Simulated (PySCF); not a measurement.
# The bond of SiB, level by level, part 2 of 2

PySCF 2.14.0; Si def2-TZVPP, B def2-TZVPP; no relativity.

### Step 13. UHF (mean field)

Output of the SCF at 1.910 Å:

```text
******** <class 'pyscf.scf.uhf_symm.SymAdaptedUHF'> ********
method = SymAdaptedUHF
[... 13 set-up lines left out, the same as in an earlier log ...]
Overwritten attributes  get_jk get_occ get_j get_k get_hcore  of <class 'pyscf.scf.uhf_symm.SymAdaptedUHF'>
<class 'pyscf.scf.uhf_symm.SymAdaptedUHF'> does not have attributes  refdm
[... 1 set-up line left out, the same as in an earlier log ...]
init E= -313.459524216773
cycle= 1 E= -313.468753819056  delta_E= -0.00923  |g|= 0.0276  |ddm|= 0.165
cycle= 2 E= -313.469817037168  delta_E= -0.00106  |g|= 0.0123  |ddm|= 0.0483
cycle= 3 E= -313.470275144844  delta_E= -0.000458  |g|= 0.00737  |ddm|= 0.0317
cycle= 4 E= -313.470496167941  delta_E= -0.000221  |g|= 0.00458  |ddm|= 0.0236
cycle= 5 E= -313.470602127427  delta_E= -0.000106  |g|= 0.00277  |ddm|= 0.0162
cycle= 6 E= -313.470658771957  delta_E= -5.66e-05  |g|= 0.000948  |ddm|= 0.0166
cycle= 7 E= -313.470664418226  delta_E= -5.65e-06  |g|= 0.000478  |ddm|= 0.00515
cycle= 8 E= -313.470665653276  delta_E= -1.24e-06  |g|= 0.000188  |ddm|= 0.00249
cycle= 9 E= -313.470665848824  delta_E= -1.96e-07  |g|= 7.7e-05  |ddm|= 0.000902
cycle= 10 E= -313.470665875822  delta_E= -2.7e-08  |g|= 2.4e-05  |ddm|= 0.000396
cycle= 11 E= -313.470665877466  delta_E= -1.64e-09  |g|= 5.5e-06  |ddm|= 9.96e-05
cycle= 12 E= -313.470665877554  delta_E= -8.79e-11  |g|= 1.87e-06  |ddm|= 2.3e-05
Extra cycle  E= -313.47066587756  delta_E= -6.48e-12  |g|= 9.71e-07  |ddm|= 4.09e-06
converged SCF energy = -313.47066587756  <S^2> = 3.757621  2S+1 = 4.0038087
```

Re = 1.864 Å, ωe = 866 cm⁻¹, ωexe = 7.61 cm⁻¹, αe = 0.00533 cm⁻¹, Be = 0.6140 cm⁻¹, De = 2.40 eV, μ = -0.06 D.

### Step 14. Correlated methods on the Hartree–Fock reference

Reference: UHF; core orbitals frozen: 6.

Output of the coupled-cluster run at 1.910 Å:

```text
******** <class 'pyscf.cc.uccsd.UCCSD'> ********
CC2 = 0
CCSD nocc = (np.int64(5), np.int64(2)), nmo = (67, 67)
frozen orbitals [[0, 1, 2, 3, 4, 5], [0, 1, 2, 3, 4, 5]]
max_cycle = 80
direct = 0
conv_tol = 1e-07
conv_tol_normt = 1e-05
diis_space = 8
diis_start_cycle = 0
diis_start_energy_diff = 1e+09
max_memory 2100 MB (current use 568 MB)
Init t2, MP2 energy = -0.13201125411057
Init E_corr(UCCSD) = -0.132011254111993
cycle = 1  E_corr(UCCSD) = -0.149730071714273  dE = -0.0177188176  norm(t1,t2) = 0.0774073
cycle = 2  E_corr(UCCSD) = -0.155407207185921  dE = -0.00567713547  norm(t1,t2) = 0.0354838
cycle = 3  E_corr(UCCSD) = -0.159037601781917  dE = -0.0036303946  norm(t1,t2) = 0.0243259
cycle = 4  E_corr(UCCSD) = -0.160221297927108  dE = -0.00118369615  norm(t1,t2) = 0.0121478
cycle = 5  E_corr(UCCSD) = -0.160339063827406  dE = -0.0001177659  norm(t1,t2) = 0.00835194
cycle = 6  E_corr(UCCSD) = -0.160501496099766  dE = -0.000162432272  norm(t1,t2) = 0.00250627
cycle = 7  E_corr(UCCSD) = -0.160518149912836  dE = -1.66538131e-05  norm(t1,t2) = 0.000776133
cycle = 8  E_corr(UCCSD) = -0.16051063203555  dE = 7.51787729e-06  norm(t1,t2) = 0.000301743
cycle = 9  E_corr(UCCSD) = -0.160514858599361  dE = -4.22656381e-06  norm(t1,t2) = 8.94308e-05
cycle = 10  E_corr(UCCSD) = -0.160512788471165  dE = 2.0701282e-06  norm(t1,t2) = 2.48301e-05
cycle = 11  E_corr(UCCSD) = -0.160512890810907  dE = -1.02339742e-07  norm(t1,t2) = 8.59853e-06
cycle = 12  E_corr(UCCSD) = -0.160512922625279  dE = -3.18143718e-08  norm(t1,t2) = 3.87813e-06
UCCSD converged
E(UCCSD) = -313.6311788001856  E_corr = -0.1605129226252786
UCCSD(T) correction = -0.0102423795698957
```

Correlation energy (eV) along the bond:

```
R (Å)     MP2  SCS-MP2    CCSD  CCSD(T)     T1
1.643  -3.423   -3.304     n/a      n/a    n/a
1.719  -3.459   -3.335  -4.227   -4.465  0.039
1.795  -3.506   -3.376  -4.277   -4.531  0.040
1.853  -3.548   -3.414  -4.321   -4.587  0.041
1.910  -3.592   -3.456  -4.368   -4.646  0.041
1.967  -3.638   -3.500  -4.416   -4.707  0.040
2.044  -3.691   -3.554  -4.478   -4.784  0.039
2.139  -3.721   -3.595  -4.539   -4.858  0.039
2.254  -3.682   -3.582  -4.568   -4.894  0.048
2.407  -3.545   -3.495     n/a      n/a    n/a
```

UHF-MP2: Re = 1.905 Å, ωe = 771 cm⁻¹, Be = 0.5882 cm⁻¹, De = 3.26 eV.

UHF-SCS-MP2: Re = 1.902 Å, ωe = 766 cm⁻¹, ωexe = 3.85 cm⁻¹, αe = 0.00551 cm⁻¹, Be = 0.5897 cm⁻¹, De = 2.89 eV.

UHF-CCSD: Re = 1.907 Å, ωe = 763 cm⁻¹, ωexe = 6.56 cm⁻¹, αe = 0.00600 cm⁻¹, Be = 0.5868 cm⁻¹, De = 2.98 eV.

UHF-CCSD(T): Re = 1.920 Å, ωe = 741 cm⁻¹, ωexe = 5.37 cm⁻¹, αe = 0.00566 cm⁻¹, Be = 0.5786 cm⁻¹, De = 3.15 eV.

### Step 15. The curves together

Energy (eV) from each level's lowest point:

```
R (Å)    UHF  UHF-MP2  UHF-SCS-MP2  UHF-CCSD  UHF-CCSD(T)    PBE  PBEsol  r²SCAN   PBE0  r²SCAN0  B97-3    M06  ωB97X
1.643  0.760    0.909        0.891       n/a          n/a  1.004   0.982   0.932  0.906    0.862  0.907  0.866  0.813
1.719  0.288    0.401        0.389     0.409        0.450  0.473   0.458   0.417  0.400    0.366  0.402  0.381  0.332
1.795  0.056    0.122        0.116     0.127        0.152  0.166   0.158   0.131  0.122    0.100  0.123  0.116  0.080
1.853  0.000    0.025        0.022     0.027        0.040  0.047   0.043   0.029  0.025    0.014  0.026  0.023  0.003
1.910  0.020    0.000        0.000     0.000        0.000  0.000   0.000   0.000  0.000    0.000  0.000  0.000  0.000
1.967  0.096    0.031        0.032     0.028        0.015  0.009   0.013   0.027  0.031    0.042  0.030  0.030  0.053
2.044  0.256    0.138        0.138     0.126        0.099  0.084   0.094   0.128  0.135    0.162  0.131  0.131  0.185
2.139  0.503    0.354        0.344     0.312        0.271  0.248   0.266   0.322  0.332    0.378  0.325  0.323  0.415
2.254  0.803    0.694        0.657     0.583        0.535  0.502   0.529   0.609  0.620    0.686  0.608  0.609  0.737
2.407  1.160    1.187        1.101       n/a          n/a  0.877   0.918   1.021  1.031    1.117  1.014  1.013  1.182
```

The whole job (state search and all levels along the bond) took 4.5 min on 1 thread of Arm Neoverse V2 (shared host), peak memory 1.7 GiB.

### Step 16. What came out

The summary covers parts 1 to 2.

Lowest PBE0 solution found, without spin–orbit coupling: ⁴Σ⁻ (quartet), unpaired electrons σ ↑, π ↑↑. State 2 has its PBE0 minimum 0.32 eV higher, as a spin-mixed determinant (⟨S²⟩ = 1.77), so this is no gap between pure states. State 3 has its PBE0 minimum 0.37 eV higher, as a spin-mixed determinant (⟨S²⟩ = 1.77), so this is no gap between pure states. State 4 has its PBE0 minimum 1.09 eV higher. The other levels ran on the lowest alone.

```
      level  Re (Å)  ωe (cm⁻¹)  De (eV)  μ (D)
        UHF   1.864        866     2.40  -0.06
    UHF-MP2   1.905        771     3.26    n/a
UHF-SCS-MP2   1.902        766     2.89    n/a
   UHF-CCSD   1.907        763     2.98    n/a
UHF-CCSD(T)   1.920        741     3.15    n/a
        PBE   1.928        731     3.75  -0.64
     PBEsol   1.923        739     3.99  -0.65
     r²SCAN   1.908        769     3.72  -0.34
       PBE0   1.904        772     3.56  -0.48
    r²SCAN0   1.893        796     3.52  -0.30
      B97-3   1.905        767     3.44  -0.60
        M06   1.904        755     3.53  -0.63
      ωB97X   1.884        813     3.33  -0.42
```

De is counted to Si + B in their ground configurations. A positive dipole means Si(−)B(+).

Differences from CCSD(T) in the same basis:

```
      level  Re (mÅ)  ωe (%)
        UHF      -56   +16.9
    UHF-MP2      -16    +4.1
UHF-SCS-MP2      -18    +3.4
   UHF-CCSD      -14    +3.1
        PBE       +8    -1.3
     PBEsol       +3    -0.2
     r²SCAN      -12    +3.9
       PBE0      -16    +4.2
    r²SCAN0      -27    +7.4
      B97-3      -15    +3.6
        M06      -16    +2.0
      ωB97X      -37    +9.8
```

Time per point (s) on 1 thread of Arm Neoverse V2, shared host (CPU time, shared integrals of 0.13 s apart; correlated levels include their reference; CCSD comes with the CCSD(T) run); the times are rough: UHF 0.47, UHF-MP2 0.72, UHF-SCS-MP2 0.72, PBE 0.87, PBEsol 0.53, r²SCAN 1.3, PBE0 1.4, r²SCAN0 1.6, B97-3 0.82, M06 1.6, ωB97X 1.3; the reference 8.8.

Cheap and still within 10 mÅ and 2.5 % of CCSD(T): PBEsol (0.53 s), PBE (0.87 s), against 8.8 s for the dearest run.

What this shows: Against CCSD(T) in the same basis, the bond length is nearest at PBEsol (+3 mÅ) and farthest at UHF (-56 mÅ); the wavenumber is nearest at PBEsol (-0.2 %) and farthest at UHF (+16.9 %). Hartree–Fock falls on the short and stiff side, its usual fault. PBE gives a bond that is too long and too soft, as GGAs tend to. Of the levels with a De here, UHF gives the least (2.40 eV) and PBEsol the most (3.99 eV).

Correlated steps freeze 6 core orbitals.
